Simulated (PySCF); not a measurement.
Working out the ionisation energy of Ne

Ne [Ne] (1S) → Ne⁺ [He] 2s2 2p5 (2P). Calculation: PySCF 2.14, in aug-cc-pVTZ-DK (5s4p3d2f, 46 functions); the spin-free X2C one-electron Hamiltonian (Gaussian nucleus). Frozen: 1s2. Energies in hartree (1 hartree = 27.21139 eV):

```
             part   Ne (lower)  Ne⁺ (upper)
              UHF  -128.670170  -127.947218
MP2 opposite-spin    -0.201745    -0.152242
    MP2 same-spin    -0.071075    -0.048022
```

**Question.** What does Hartree-Fock give?

**Answer.** (-127.947218) − (-128.670170) = 0.722952 hartree = 19.673 eV.

**Question.** What do MP2 and SCS-MP2 (6/5 opposite-spin, 1/3 same-spin) give?

**Answer.** The opposite-spin parts differ by 1.347 eV and the same-spin parts by 0.627 eV. MP2: 19.673 + (1.347) + (0.627) = 21.647 eV. SCS-MP2: 19.673 + 1.2 × (1.347) + (0.627)/3 = 21.498 eV.

Measured between the centres of the two terms (NIST): 21.597 eV, so MP2 (valence) is off by 0.050 eV.

What remains against the reference includes basis incompleteness, the frozen core and correlation beyond second order.
